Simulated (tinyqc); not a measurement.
Worked calculation (part 1 of 2): UHF in the sto-3g basis, for OH+, spin multiplicity 3. Computed by tinyqc, a small Python program that keeps every step (integrals from PySCF). Settings: charge = 1, multiplicity = 3, basis = sto-3g, energy threshold = 1e-09, iteration cap = 86, orthogonalisation = symmetric, start = random, DIIS depth = 3, DIIS from iteration = 2, method = UHF. Command: `OMP_NUM_THREADS=1 python tinyqc.py 31680 31681 out.jsonl` (the two numbers bound the seeds that draw the settings). One thread of a shared host (Intel(R) Xeon(R) Processor @ 2.60GHz), about 0.1 s of CPU time with the checks. Later iterations appear only in the table of the cycle.

## One-electron integrals

Geometry (angstrom):
```
atom       x       y       z
O     0.0000  0.0000  0.0000
H     0.0000  0.0000  1.5770
```

Basis sto-3g: exponents (1/bohr^2) and contraction coefficients of normalised primitives:
```
element  l (shell)  exponent  coefficient
O            s (1)  130.7093       0.1543
O            s (1)   23.8089       0.5353
O            s (1)    6.4436       0.4446
O            s (2)    5.0332      -0.1000
O            s (2)    1.1696       0.3995
O            s (2)    0.3804       0.7001
O            p (3)    5.0332       0.1559
O            p (3)    1.1696       0.6077
O            p (3)    0.3804       0.3920
H            s (1)    3.4253       0.1543
H            s (1)    0.6239       0.5353
H            s (1)    0.1689       0.4446
```

Overlap, kinetic and nuclear-attraction integrals over the contracted functions; the nuclear repulsion is the sum of Za Zb / Rab.

nuclear repulsion = 2.684475 hartree

overlap S, lower triangle:
```
         1O 1s   1O 2s  1O 2px  1O 2py  1O 2pz   2H 1s
1O 1s   1.0000
1O 2s   0.2367  1.0000
1O 2px  0.0000  0.0000  1.0000
1O 2py  0.0000  0.0000  0.0000  1.0000
1O 2pz  0.0000  0.0000  0.0000  0.0000  1.0000
2H 1s   0.0130  0.1729  0.0000  0.0000  0.1748  1.0000
```

kinetic energy T (hartree), lower triangle:
```
          1O 1s    1O 2s  1O 2px  1O 2py  1O 2pz   2H 1s
1O 1s   29.0032
1O 2s   -0.1680   0.8081
1O 2px   0.0000   0.0000  2.5287
1O 2py   0.0000   0.0000  0.0000  2.5287
1O 2pz   0.0000   0.0000  0.0000  0.0000  2.5287
2H 1s   -0.0037  -0.0117  0.0000  0.0000  0.0227  0.7600
```

nuclear attraction V (hartree), lower triangle:
```
           1O 1s    1O 2s   1O 2px   1O 2py   1O 2pz    2H 1s
1O 1s   -60.9540
1O 2s    -7.2625  -9.3874
1O 2px    0.0000   0.0000  -9.3038
1O 2py    0.0000   0.0000   0.0000  -9.3038
1O 2pz   -0.0057  -0.0721   0.0000   0.0000  -9.3372
2H 1s    -0.4079  -1.1041   0.0000   0.0000  -0.9518  -3.9033
```

core Hamiltonian H = T + V (hartree), lower triangle:
```
           1O 1s    1O 2s   1O 2px   1O 2py   1O 2pz    2H 1s
1O 1s   -31.9508
1O 2s    -7.4305  -8.5793
1O 2px    0.0000   0.0000  -6.7751
1O 2py    0.0000   0.0000   0.0000  -6.7751
1O 2pz   -0.0057  -0.0721   0.0000   0.0000  -6.8085
2H 1s    -0.4115  -1.1158   0.0000   0.0000  -0.9292  -3.1433
```

## Two-electron integrals

Functions are numbered as in S; the eight-fold symmetry (ij|kl) = (ji|kl) = (kl|ij) leaves the list below.

Two-electron integrals (ij|kl) in chemists' order, unique and non-zero (hartree):
```
(11|11) 4.7851     (21|11) 0.7414     (21|21) 0.1369     (22|11) 1.1189
(22|21) 0.2566     (22|22) 0.8172     (31|31) 0.0245     (32|31) 0.0378
(32|32) 0.1805     (33|11) 1.1158     (33|21) 0.2567     (33|22) 0.8170
(33|33) 0.8802     (41|41) 0.0245     (42|41) 0.0378     (42|42) 0.1805
(43|43) 0.0474     (44|11) 1.1158     (44|21) 0.2567     (44|22) 0.8170
(44|33) 0.7853     (44|44) 0.8802     (51|51) 0.0245     (52|51) 0.0378
(52|52) 0.1805     (53|53) 0.0474     (54|54) 0.0474     (55|11) 1.1158
(55|21) 0.2567     (55|22) 0.8170     (55|33) 0.7853     (55|44) 0.7853
(55|55) 0.8802     (61|11) 0.0411     (61|21) 0.0075     (61|22) 0.0141
(61|33) 0.0141     (61|44) 0.0141     (61|51) 3.15e-04   (61|52) 0.0006
(61|55) 0.0141     (61|61) 4.20e-04   (62|11) 0.1251     (62|21) 0.0292
(62|22) 0.1064     (62|33) 0.1045     (62|44) 0.1045     (62|51) 0.0021
(62|52) 0.0181     (62|55) 0.1100     (62|61) 0.0016     (62|62) 0.0191
(63|31) 0.0027     (63|32) 0.0170     (63|53) 0.0035     (63|63) 0.0024
(64|41) 0.0027     (64|42) 0.0170     (64|54) 0.0035     (64|64) 0.0024
(65|11) 0.1028     (65|21) 0.0242     (65|22) 0.0945     (65|33) 0.0907
(65|44) 0.0907     (65|51) 0.0042     (65|52) 0.0313     (65|55) 0.1021
(65|61) 0.0014     (65|62) 0.0208     (65|65) 0.0247     (66|11) 0.3345
(66|21) 0.0792     (66|22) 0.3324     (66|33) 0.3229     (66|44) 0.3229
(66|51) 0.0056     (66|52) 0.0680     (66|55) 0.3514     (66|61) 0.0044
(66|62) 0.0849     (66|65) 0.1063     (66|66) 0.7746
```

## Orthogonalisation

S = U s U^T; symmetric (Loewdin) form X = U s^(-1/2) U^T, so that X^T S X = 1.

eigenvalues of S: 0.6914  0.8620  1.0000  1.0000  1.1250  1.3216

X, lower triangle:
```
          1O 1s    1O 2s  1O 2px  1O 2py   1O 2pz   2H 1s
1O 1s    1.0221
1O 2s   -0.1242   1.0343
1O 2px   0.0000   0.0000  1.0000
1O 2py   0.0000   0.0000  0.0000  1.0000
1O 2pz  -0.0015   0.0122  0.0000  0.0000   1.0120
2H 1s    0.0098  -0.0920  0.0000  0.0000  -0.0909  1.0239
```

## Starting guess

The start is random orthonormal orbitals; D(s) = C_occ C_occ^T for each spin.

D(alpha) at the start, lower triangle:
```
          1O 1s    1O 2s   1O 2px   1O 2py  1O 2pz   2H 1s
1O 1s    1.0568
1O 2s   -0.2551   1.0933
1O 2px   0.0220  -0.0086   0.8608
1O 2py   0.0422  -0.0164  -0.2667   0.4891
1O 2pz  -0.0328   0.0441   0.1725   0.3306  0.8187
2H 1s    0.0581  -0.2020  -0.1679  -0.3217  0.0219  0.8628
```

D(beta) at the start, lower triangle:
```
          1O 1s    1O 2s   1O 2px   1O 2py  1O 2pz   2H 1s
1O 1s    0.0297
1O 2s   -0.0910   1.0659
1O 2px  -0.1182   0.0307   0.6128
1O 2py  -0.0038  -0.0323   0.0440   0.0480
1O 2pz  -0.0897   0.0329   0.4406  -0.0540  0.4830
2H 1s    0.0583  -0.1948  -0.2666  -0.1849  0.1409  0.8202
```

## Iteration 1: building the Fock matrix

J_ij = sum D_kl (ij|kl) with D = D(alpha) + D(beta), K_ij = sum D_kl (ik|jl) for each spin; F = H + J - K(s); E = tr D H + tr D J / 2 - 0.5 sum_s tr D(s) K(s) + E_nn.

Coulomb J (hartree), lower triangle:
```
          1O 1s    1O 2s   1O 2px   1O 2py  1O 2pz   2H 1s
1O 1s   11.3047
1O 2s    2.2349   6.0181
1O 2px  -0.0054  -0.0141   6.0330
1O 2py  -0.0046  -0.0319  -0.0211   5.9441
1O 2pz   0.0089   0.1289   0.0551   0.0227  6.0641
2H 1s    0.1232   0.8358   0.0025  -0.0020  0.7889  3.4142
```

exchange K(alpha) (hartree), lower triangle:
```
          1O 1s    1O 2s   1O 2px   1O 2py  1O 2pz   2H 1s
1O 1s    4.8835
1O 2s    0.8262   1.2764
1O 2px   0.0198  -0.0225   1.0193
1O 2py   0.0379  -0.0430  -0.2221   0.7098
1O 2pz  -0.0218   0.0341   0.1279   0.2450  1.0022
2H 1s    0.0535   0.1748  -0.0390  -0.0748  0.1959  0.6850
```

exchange K(beta) (hartree), lower triangle:
```
          1O 1s    1O 2s   1O 2px   1O 2py  1O 2pz   2H 1s
1O 1s    0.1833
1O 2s    0.2256   1.0177
1O 2px  -0.1302  -0.0366   0.7475
1O 2py  -0.0169  -0.0559   0.0366   0.2772
1O 2pz  -0.0877   0.0230   0.3418  -0.0624  0.6801
2H 1s    0.0241   0.1559  -0.0435  -0.0692  0.1970  0.6675
```

F(alpha) (hartree), lower triangle:
```
           1O 1s    1O 2s   1O 2px   1O 2py   1O 2pz    2H 1s
1O 1s   -25.5296
1O 2s    -6.0218  -3.8376
1O 2px   -0.0252   0.0084  -1.7614
1O 2py   -0.0424   0.0111   0.2009  -1.5407
1O 2pz    0.0251   0.0227  -0.0728  -0.2223  -1.7466
2H 1s    -0.3418  -0.4548   0.0415   0.0728  -0.3362  -0.4141
```

F(beta) (hartree), lower triangle:
```
           1O 1s    1O 2s   1O 2px   1O 2py   1O 2pz    2H 1s
1O 1s   -20.8295
1O 2s    -5.4212  -3.5789
1O 2px    0.1248   0.0225  -1.4896
1O 2py    0.0124   0.0239  -0.0578  -1.1081
1O 2pz    0.0909   0.0339  -0.2867   0.0850  -1.4246
2H 1s    -0.3124  -0.4358   0.0459   0.0673  -0.3373  -0.3966
```

total energy of this density = -54.074458 hartree

## Iteration 1: diagonalisation and new density

Diagonalise F' = X^T F X, C = X C', fill 5 alpha and 3 beta electrons from the bottom; D(s) = C_occ C_occ^T. Each column has its largest component positive (the first on a tie).

F' = X^T F X (alpha) (hartree), lower triangle:
```
          1        2        3        4        5        6
1  -25.2077
2   -2.7005  -2.8756
3   -0.0263   0.0071  -1.7614
4   -0.0437   0.0073   0.2009  -1.5407
5    0.0189   0.0320  -0.0773  -0.2314  -1.7294
6   -0.0300  -0.1431   0.0481   0.0934  -0.1593  -0.3309
```

orbital energies (alpha) (hartree): MO1 -25.5298, MO2 -2.5635, MO3 -1.9185, MO4 -1.8266, MO5 -1.3186, MO6 -0.2886

coefficients C (alpha):
```
            MO1      MO2      MO3      MO4      MO5      MO6
1O 1s    1.0003  -0.2432  -0.0060  -0.0077  -0.0074   0.0225
1O 2s   -0.0011   1.0330   0.0265   0.0329   0.0291  -0.1555
1O 2px   0.0010  -0.0137  -0.5267   0.7411   0.4129   0.0529
1O 2py   0.0017  -0.0220   0.6230   0.0031   0.7748   0.1052
1O 2pz  -0.0012  -0.0248   0.5803   0.6728  -0.4399  -0.2213
2H 1s    0.0008  -0.0271  -0.0144  -0.0124  -0.1281   1.0236
```

F' = X^T F X (beta) (hartree), lower triangle:
```
          1        2        3        4        5        6
1  -20.4454
2   -2.6880  -2.6833
3    0.1257   0.0001  -1.4896
4    0.0102   0.0180  -0.0578  -1.1081
5    0.0824   0.0405  -0.2942   0.0802  -1.3991
6   -0.0148  -0.1464   0.0722   0.0591  -0.1920  -0.3111
```

orbital energies (beta) (hartree): MO1 -20.8445, MO2 -2.2963, MO3 -1.7447, MO4 -1.2642, MO5 -1.0333, MO6 -0.2535

coefficients C (beta):
```
            MO1      MO2      MO3      MO4      MO5      MO6
1O 1s    0.9929  -0.2712   0.0086  -0.0022  -0.0041   0.0274
1O 2s    0.0283   1.0319  -0.0018   0.0213   0.0136  -0.1664
1O 2px  -0.0065   0.0112   0.7440   0.5482  -0.3684   0.1006
1O 2py  -0.0007  -0.0160  -0.0212   0.5719   0.8189   0.0415
1O 2pz  -0.0045  -0.0052   0.6689  -0.5685   0.4285  -0.2796
2H 1s   -0.0016  -0.0188  -0.0066  -0.1450   0.0490   1.0205
```

D(alpha) after iteration 1, lower triangle:
```
          1O 1s    1O 2s   1O 2px   1O 2py  1O 2pz   2H 1s
1O 1s    1.0598
1O 2s   -0.2529   1.0697
1O 2px  -0.0012   0.0082   0.9972
1O 2py  -0.0024   0.0164  -0.0056   0.9889
1O 2pz  -0.0005  -0.0009   0.0117   0.0233  0.9836
2H 1s    0.0085  -0.0325  -0.0541  -0.1077  0.0403  0.0175
```

D(beta) after iteration 1, lower triangle:
```
          1O 1s    1O 2s   1O 2px   1O 2py   1O 2pz   2H 1s
1O 1s    1.0595
1O 2s   -0.2518   1.0655
1O 2px  -0.0031   0.0100   0.5537
1O 2py   0.0035  -0.0164  -0.0160   0.0007
1O 2pz   0.0027  -0.0067   0.4976  -0.0141   0.4475
2H 1s    0.0034  -0.0195  -0.0051   0.0004  -0.0043  0.0004
```

## Iteration 2: building the Fock matrix

As before.

Coulomb J (hartree), lower triangle:
```
          1O 1s    1O 2s   1O 2px   1O 2py  1O 2pz   2H 1s
1O 1s   16.2147
1O 2s    3.0008   7.1042
1O 2px   0.0008   0.0043   7.1179
1O 2py  -0.0005  -0.0036  -0.0020   7.0646
1O 2pz  -0.0003  -0.0010   0.0479   0.0001  7.1073
2H 1s    0.1655   0.8867   0.0039  -0.0005  0.7728  2.6739
```

exchange K(alpha) (hartree), lower triangle:
```
         1O 1s   1O 2s   1O 2px   1O 2py  1O 2pz   2H 1s
1O 1s   4.9154
1O 2s   0.8547  1.4208
1O 2px  0.0002  0.0013   1.1705
1O 2py  0.0003  0.0025  -0.0046   1.1636
1O 2pz  0.0000  0.0016   0.0046   0.0092  1.1666
2H 1s   0.0512  0.1696  -0.0155  -0.0309  0.1405  0.0658
```

exchange K(beta) (hartree), lower triangle:
```
          1O 1s    1O 2s   1O 2px   1O 2py  1O 2pz   2H 1s
1O 1s    4.8669
1O 2s    0.7803   1.0633
1O 2px  -0.0007   0.0085   0.7071
1O 2py  -0.0008  -0.0153  -0.0133   0.2467
1O 2pz   0.0009  -0.0086   0.4139  -0.0117  0.6174
2H 1s    0.0443   0.1263   0.0464  -0.0031  0.0624  0.0283
```

F(alpha) (hartree), lower triangle:
```
           1O 1s    1O 2s   1O 2px   1O 2py   1O 2pz    2H 1s
1O 1s   -20.6515
1O 2s    -5.2845  -2.8960
1O 2px    0.0007   0.0030  -0.8276
1O 2py   -0.0008  -0.0061   0.0026  -0.8740
1O 2pz   -0.0060  -0.0746   0.0433  -0.0091  -0.8678
2H 1s    -0.2972  -0.3988   0.0194   0.0304  -0.2969  -0.5353
```

F(beta) (hartree), lower triangle:
```
           1O 1s    1O 2s   1O 2px  1O 2py   1O 2pz    2H 1s
1O 1s   -20.6030
1O 2s    -5.2100  -2.5385
1O 2px    0.0015  -0.0042  -0.3643
1O 2py    0.0003   0.0117   0.0113  0.0429
1O 2pz   -0.0069  -0.0645  -0.3660  0.0118  -0.3186
2H 1s    -0.2903  -0.3554  -0.0425  0.0027  -0.2188  -0.4977
```

total energy of this density = -73.807046 hartree

## Iteration 2: diagonalisation and new density

As before.

F' = X^T F X (alpha) (hartree), lower triangle:
```
          1        2        3        4        5        6
1  -20.2832
2   -2.6531  -1.9954
3    0.0005   0.0017  -0.8276
4    0.0002  -0.0091   0.0026  -0.8740
5   -0.0051  -0.0542   0.0421  -0.0121  -0.8398
6   -0.0008  -0.1485   0.0157   0.0325  -0.1789  -0.4622
```

orbital energies (alpha) (hartree): MO1 -20.6603, MO2 -1.6440, MO3 -0.9183, MO4 -0.8766, MO5 -0.8059, MO6 -0.3771

coefficients C (alpha):
```
            MO1      MO2      MO3      MO4      MO5      MO6
1O 1s    0.9945  -0.2621   0.0349  -0.0013   0.0142   0.0343
1O 2s    0.0225   1.0153  -0.1506   0.0093  -0.0623  -0.1893
1O 2px   0.0000  -0.0096  -0.4383  -0.0318   0.8982  -0.0002
1O 2py   0.0001   0.0074   0.0060   0.9967   0.0383   0.0711
1O 2pz   0.0008   0.0967   0.8180   0.0104   0.4005  -0.4399
2H 1s   -0.0022   0.0404   0.2446  -0.0771   0.1173   0.9920
```

F' = X^T F X (beta) (hartree), lower triangle:
```
          1        2        3       4        5        6
1  -20.2458
2   -2.6252  -1.6390
3    0.0022  -0.0051  -0.3643
4   -0.0011   0.0120   0.0113  0.0429
5   -0.0072  -0.0434  -0.3666  0.0119  -0.2913
6   -0.0011  -0.1391  -0.0098  0.0006  -0.1517  -0.4377
```

orbital energies (beta) (hartree): MO1 -20.6091, MO2 -1.3034, MO3 -0.7272, MO4 -0.4025, MO5 0.0432, MO6 0.0638

coefficients C (beta):
```
            MO1      MO2      MO3      MO4      MO5      MO6
1O 1s    0.9955  -0.2569   0.0366   0.0445  -0.0022  -0.0040
1O 2s    0.0186   1.0073  -0.1597  -0.2288   0.0079   0.0305
1O 2px  -0.0001   0.0390   0.6733  -0.3800   0.0670  -0.6295
1O 2py   0.0000  -0.0099  -0.0182   0.0138   0.9967   0.0778
1O 2pz   0.0007   0.0781   0.6384  -0.1469  -0.0458   0.7715
2H 1s   -0.0020   0.0766   0.2646   0.9526   0.0147  -0.2858
```

D(alpha) after iteration 2, lower triangle:
```
          1O 1s    1O 2s   1O 2px   1O 2py  1O 2pz   2H 1s
1O 1s    1.0591
1O 2s   -0.2499   1.0580
1O 2px   0.0000   0.0000   1.0000
1O 2py  -0.0024   0.0135   0.0000   0.9949
1O 2pz   0.0096  -0.0498  -0.0001   0.0313  0.8390
2H 1s   -0.0025  -0.0039   0.0002  -0.0705  0.2502  0.0812
```

D(beta) after iteration 2, lower triangle:
```
          1O 1s    1O 2s   1O 2px   1O 2py  1O 2pz   2H 1s
1O 1s    1.0583
1O 2s   -0.2461   1.0405
1O 2px   0.0145  -0.0683   0.4549
1O 2py   0.0018  -0.0070  -0.0126   0.0004
1O 2pz   0.0040  -0.0233   0.4329  -0.0124  0.4136
2H 1s   -0.0120   0.0349   0.1811  -0.0056  0.1749  0.0759
```

## Iteration 3: building the Fock matrix

As before.

Coulomb J (hartree), lower triangle:
```
          1O 1s    1O 2s   1O 2px  1O 2py  1O 2pz   2H 1s
1O 1s   16.0227
1O 2s    2.9576   6.9937
1O 2px  -0.0035  -0.0174   7.0022
1O 2py   0.0000  -0.0003  -0.0012  6.9586
1O 2pz  -0.0003   0.0130   0.0423  0.0013  6.9976
2H 1s    0.1632   0.8827   0.0017  0.0000  0.7765  2.7661
```

exchange K(alpha) (hartree), lower triangle:
```
         1O 1s    1O 2s   1O 2px   1O 2py  1O 2pz   2H 1s
1O 1s   4.9114
1O 2s   0.8503   1.4025
1O 2px  0.0000   0.0000   1.1670
1O 2py  0.0000   0.0041   0.0000   1.1628
1O 2pz  0.0006  -0.0103  -0.0001   0.0194  1.0840
2H 1s   0.0508   0.1921   0.0001  -0.0184  0.2071  0.1588
```

exchange K(beta) (hartree), lower triangle:
```
          1O 1s    1O 2s   1O 2px   1O 2py  1O 2pz   2H 1s
1O 1s    4.8624
1O 2s    0.7759   1.0402
1O 2px  -0.0005  -0.0418   0.6177
1O 2py  -0.0001  -0.0072  -0.0105   0.2393
1O 2pz   0.0006   0.0078   0.3775  -0.0108  0.6205
2H 1s    0.0444   0.1594   0.0917  -0.0038  0.1360  0.1317
```

F(alpha) (hartree), lower triangle:
```
           1O 1s    1O 2s   1O 2px   1O 2py   1O 2pz    2H 1s
1O 1s   -20.8395
1O 2s    -5.3232  -2.9881
1O 2px   -0.0035  -0.0174  -0.9399
1O 2py    0.0000  -0.0045  -0.0012  -0.9793
1O 2pz   -0.0067  -0.0488   0.0424  -0.0181  -0.8949
2H 1s    -0.2992  -0.4252   0.0016   0.0184  -0.3597  -0.5360
```

F(beta) (hartree), lower triangle:
```
           1O 1s    1O 2s   1O 2px   1O 2py   1O 2pz    2H 1s
1O 1s   -20.7905
1O 2s    -5.2488  -2.6258
1O 2px   -0.0030   0.0244  -0.3906
1O 2py    0.0001   0.0068   0.0093  -0.0557
1O 2pz   -0.0067  -0.0669  -0.3352   0.0121  -0.4314
2H 1s    -0.2927  -0.3926  -0.0900   0.0038  -0.2886  -0.5089
```

total energy of this density = -73.910560 hartree

## Iteration 3: DIIS over 2 matrices

error matrix X^T (FDS - SDF) X (alpha):
```
         1        2        3        4        5        6
1   0.0000  -0.0001  -0.0002  -0.0004   0.0001  -0.0017
2   0.0001   0.0000   0.0013   0.0033  -0.0033   0.0201
3   0.0002  -0.0013   0.0000   0.0010  -0.0048   0.0128
4   0.0004  -0.0033  -0.0010   0.0000  -0.0098   0.0174
5  -0.0001   0.0033   0.0048   0.0098   0.0000   0.0418
6   0.0017  -0.0201  -0.0128  -0.0174  -0.0418   0.0000
```

B (overlaps of the stored error matrices):
```
               1              2
1  7.6569106e-02  2.9958679e-02
2  2.9958679e-02  1.6390682e-02
```

Minimise |sum c_i e_i|^2 with sum c_i = 1: solve [B -1; -1 0][c; lambda] = [0; -1] with B_ij = tr e_i^T e_j summed over both spins, and take F = sum c_i F_i.

DIIS coefficients: -0.4106  1.4106

extrapolated F(alpha) (hartree), lower triangle:
```
           1O 1s    1O 2s   1O 2px   1O 2py   1O 2pz    2H 1s
1O 1s   -20.9167
1O 2s    -5.3391  -3.0260
1O 2px   -0.0052  -0.0257  -0.9860
1O 2py    0.0004  -0.0038  -0.0028  -1.0225
1O 2pz   -0.0069  -0.0382   0.0421  -0.0219  -0.9061
2H 1s    -0.3000  -0.4361  -0.0057   0.0134  -0.3855  -0.5362
```

extrapolated F(beta) (hartree), lower triangle:
```
           1O 1s    1O 2s   1O 2px   1O 2py   1O 2pz    2H 1s
1O 1s   -20.8675
1O 2s    -5.2647  -2.6617
1O 2px   -0.0048   0.0362  -0.4013
1O 2py    0.0000   0.0048   0.0085  -0.0962
1O 2pz   -0.0066  -0.0679  -0.3225   0.0122  -0.4777
2H 1s    -0.2937  -0.4078  -0.1095   0.0042  -0.3173  -0.5135
```

## Iteration 3: diagonalisation and new density

As before.

F' = X^T F X (alpha) (hartree), lower triangle:
```
          1        2        3        4        5        6
1  -20.5484
2   -2.6620  -2.1164
3   -0.0022  -0.0249  -0.9860
4    0.0011  -0.0055  -0.0028  -1.0225
5   -0.0117  -0.0060   0.0428  -0.0234  -0.8618
6    0.0029  -0.1817  -0.0073   0.0161  -0.2718  -0.4404
```

orbital energies (alpha) (hartree): MO1 -20.9252, MO2 -1.7669, MO3 -1.0330, MO4 -1.0162, MO5 -0.9464, MO6 -0.2878

coefficients C (alpha):
```
            MO1      MO2      MO3      MO4      MO5      MO6
1O 1s    0.9946  -0.2619   0.0128  -0.0073   0.0267   0.0379
1O 2s    0.0218   1.0164  -0.0591   0.0376  -0.1213  -0.2018
1O 2px   0.0003   0.0297  -0.4226   0.5871   0.6891  -0.0319
1O 2py   0.0000   0.0058   0.7140   0.6843  -0.1438   0.0342
1O 2pz   0.0007   0.0463   0.5067  -0.3762   0.6054  -0.5153
2H 1s   -0.0022   0.0518   0.1616  -0.1591   0.2771   0.9666
```

F' = X^T F X (beta) (hartree), lower triangle:
```
          1        2        3        4        5        6
1  -20.5102
2   -2.6352  -1.7510
3   -0.0100   0.0442  -0.4013
4   -0.0006   0.0048   0.0085  -0.0962
5   -0.0076  -0.0364  -0.3160   0.0120  -0.4362
6    0.0031  -0.1838  -0.0861   0.0028  -0.2392  -0.4284
```

orbital energies (beta) (hartree): MO1 -20.8734, MO2 -1.4278, MO3 -0.8514, MO4 -0.3095, MO5 -0.0961, MO6 -0.0652

coefficients C (beta):
```
            MO1      MO2      MO3      MO4      MO5      MO6
1O 1s    0.9956  -0.2550   0.0403   0.0487  -0.0009  -0.0065
1O 2s    0.0180   1.0002  -0.1828  -0.2395   0.0018   0.0485
1O 2px   0.0002  -0.0011   0.5738  -0.5617   0.0744  -0.5913
1O 2py   0.0000  -0.0047  -0.0179   0.0198   0.9957   0.0891
1O 2pz   0.0007   0.0769   0.6435  -0.1554  -0.0535   0.7652
2H 1s   -0.0018   0.1049   0.3996   0.8492   0.0280  -0.4156
```

D(alpha) after iteration 3, lower triangle:
```
          1O 1s    1O 2s   1O 2px   1O 2py  1O 2pz   2H 1s
1O 1s    1.0589
1O 2s   -0.2488   1.0531
1O 2px   0.0012  -0.0064   0.9990
1O 2py  -0.0013   0.0069   0.0011   0.9988
1O 2pz   0.0140  -0.0705  -0.0164   0.0176  0.7670
2H 1s   -0.0051   0.0034   0.0308  -0.0331  0.3119  0.1309
```

D(beta) after iteration 3, lower triangle:
```
          1O 1s    1O 2s   1O 2px   1O 2py  1O 2pz   2H 1s
1O 1s    1.0579
1O 2s   -0.2444   1.0341
1O 2px   0.0236  -0.1060   0.3293
1O 2py   0.0005  -0.0014  -0.0103   0.0003
1O 2pz   0.0070  -0.0407   0.3692  -0.0119  0.4200
2H 1s   -0.0125   0.0318   0.2292  -0.0076  0.2652  0.1706
```
